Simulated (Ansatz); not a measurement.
# CH2NO: ladder of basis sets

How does the energy of CH2NO converge with the basis? The task is a ladder of basis sets, for CH2NO. SMILES: [NH]C=O.

Program: the Python package of Ansatz 0.2.0. The levels of theory stand in the script. These are calculated values, not measurements.

## (1) The system

Bond lengths: N1–C2 1.424 Å, C2–O3 1.259 Å, N1–H4 1.044 Å, C2–H5 1.081 Å. Angles: N1–C2–O3 120.2°, N1–C2–H5 119.9°, O3–C2–H5 119.9°, C2–N1–H4 120.9°.

The script holds or builds the structure itself.

## (2) Script

Input file basis_ch2no.py:

```python
import ansatz as az

geometry_ang = [
    ("N", [0.8524, -0.5206, -0.0986]),
    ("C", [-0.4808, -0.0515, 0.0742]),
    ("O", [-0.7275, 1.1823, 0.0443]),
    ("H", [1.6399, 0.1478, -0.2517]),
    ("H", [-1.2841, -0.7581, 0.2318]),
]
molecule = az.Crystal.molecule()
for symbol, xyz in geometry_ang:
    molecule = molecule.atom(symbol, xyz)

calculation = (
    molecule.calculation()
    .functional("PBE0")
    .spin("collinear", total=1)
)

energies = {}
for basis in ["cc-pVDZ", "cc-pVTZ"]:
    rep = calculation.basis(gaussian=basis).run().report
    size = rep["n_frozen"] + rep["n_occupied"][0] + rep["n_virtual"][0]
    energies[basis] = (rep["reference_energy_ev"] / 27.211386246, rep["free_energy_ev"] / 27.211386246)
    print(f"{basis:14s} {size:4d} orbitals  reference {energies[basis][0]:14.6f} Ha  total {energies[basis][1]:14.6f} Ha")

last = energies["cc-pVTZ"][1]
for basis, (_, total) in energies.items():
    print(f"{basis:14s} lies {27.211386 * (total - last):9.4f} eV above cc-pVTZ")
```

## (3) The input behind the calls

The package turns the script's settings into the engine's input (first run):

```yaml
crystal:
  periodic: [false, false, false]
  atoms:
    - { symbol: "N", position_ang: [0.8524, -0.5206, -0.0986] }
    - { symbol: C, position_ang: [-0.4808, -0.0515, 0.0742] }
    - { symbol: O, position_ang: [-0.7275, 1.1823, 0.0443] }
    - { symbol: H, position_ang: [1.6399, 0.1478, -0.2517] }
    - { symbol: H, position_ang: [-1.2841, -0.7581, 0.2318] }
basis:
  gaussian:
    orbitals: cc-pVDZ
hamiltonian:
  xc: pbe0
magnetization:
  spin_polarized: true
  initial_magnetization: 1.0
```

## (4) The run

On the command line:

```sh
python basis_ch2no.py
```

The log of the run:

```text
cc-pVDZ          52 orbitals  reference    -169.017114 Ha  total    -169.017114 Ha
cc-pVTZ         118 orbitals  reference    -169.067096 Ha  total    -169.067096 Ha
cc-pVDZ        lies    1.3601 eV above cc-pVTZ
cc-pVTZ        lies    0.0000 eV above cc-pVTZ
```

Wall time 15 s (1 thread of Intel Xeon Platinum 8375C at 2.90GHz (Ice Lake), shared host); peak memory 0.31 GiB.

## (5) What changed from run to run

The engine's inputs for the other runs:

Run 2, against run 1:

```diff
@@ -11 +11 @@
-    orbitals: cc-pVDZ
+    orbitals: cc-pVTZ
```

Lines on the test bed's own set-up are left out of the output.

## (6) What each run gave

From the records of these 2 runs:

| run | basis | energy (eV) | <S²> | SCF cycles | CPU time (s) |
| --- | --- | --- | --- | --- | --- |
| 1 | cc-pVDZ | -4599.1900 | 0.79 | 36 | 3.6 |
| 2 | cc-pVTZ | -4600.5501 | 0.79 | 35 | 10 |

## (7) What came out

| quantity | value |
| --- | --- |
| runs compared | 2 |

In words: Against cc-pVDZ: cc-pVTZ -50.0 mHa. The last step alone is -49.98 mHa. From the first set to the last the time grows from 3.6 to 10.5 s. What to keep in mind:
- The geometry is a force-field or estimated start, not a minimum of this method, and the last set is no limit. Much of the fall in a total is atomic energy, which cancels in bond and reaction energies.
- The species is open-shell (spin multiplicity 2).
